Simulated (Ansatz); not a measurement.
Geometry optimisation, RKS PBE-D4/def2-SVP (Ansatz 0.2.0).

The input (input.yaml):

```yaml
crystal:
  periodic: [false, false, false]
  atoms:
    - { symbol: Al, position_ang: [0.0, 0.0, 0.0] }
    - { symbol: H, position_ang: [1.104, 0.0, 1.3707] }
    - { symbol: F, position_ang: [1.8591, 0.0, 0.3402] }
    - { symbol: Cl, position_ang: [-1.9312, 0.0, -1.115] }
basis:
  gaussian: { orbitals: def2-SVP }
hamiltonian:
  xc: pbe
  dispersion: d4
relax:
  f_tol: 0.15
  max_steps: 25
  restrain:
    - { distance: [1, 2], at: 2.12, k: 30.0 }
    - { distance: [0, 1], at: 1.56, k: 30.0 }
    - { distance: [0, 2], at: 1.69, k: 30.0 }
```

Run as:

```bash
$ ansatz run input.yaml --threads 1 --pin off --max-ram 2048MiB --backend cpu --events-out ev --progress --plain --runs-dir out
```

Q: Where does it end, and by what steps?

A: The forces met the threshold. The restraints hold the end off the free minimum; the threshold counts their pulls, which the force column leaves out. Restrained pairs: H2–F3 (1.28 → 2.18 Å), Al1–H2 (1.76 → 1.54 Å), Al1–F3 (1.89 → 1.67 Å). After 5 steps the energy has fallen by 2.665 eV (the restraints' own energy left out); F3 moved furthest, 0.58 Å.

```json
{"step": "0", "energy less start (eV)": "0.0000", "largest force component (eV/Å)": "1.021", "accepted": "yes"}
{"step": "1", "energy less start (eV)": "-0.7185", "largest force component (eV/Å)": "2.078", "accepted": "yes"}
{"step": "2", "energy less start (eV)": "-1.7069", "largest force component (eV/Å)": "2.029", "accepted": "yes"}
{"step": "3", "energy less start (eV)": "-2.4178", "largest force component (eV/Å)": "1.558", "accepted": "yes"}
{"step": "4", "energy less start (eV)": "-2.6678", "largest force component (eV/Å)": "1.457", "accepted": "yes"}
{"step": "5", "energy less start (eV)": "-2.6651", "largest force component (eV/Å)": "1.469", "accepted": "yes"}
```

```xyz
4
Properties=species:S:1:pos:R:3
Al 0.158 0.000 0.186
H 0.663 0.000 1.646
F 1.772 0.000 -0.235
Cl -1.561 0.000 -1.001
```

Run time: 4.3 s on 1 thread of Intel(R) Xeon(R) 6975P-C (Granite Rapids) (shared host), peak memory 0.14 GiB.
